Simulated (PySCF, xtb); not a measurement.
CH₂F₂, SMILES FCF.

Harmonic wavenumbers (cm⁻¹) from GFN2-xTB run with xtb at its own minimum, in rising order: 479, 1061, 1062, 1074, 1204, 1306, 1406, 2920, 2923.

Problem. What does PySCF with PBE-D3(BJ)/def2-TZVP give at its own minimum? (The exact figures need the calculation; the answer reports its results.)

Solution. 507, 1039, 1076, 1141, 1219, 1402, 1472, 2962, 3031. Paired by order, the mean absolute difference is 51 cm⁻¹ and the zero-point energies are 19.2 and 19.8 kcal/mol.
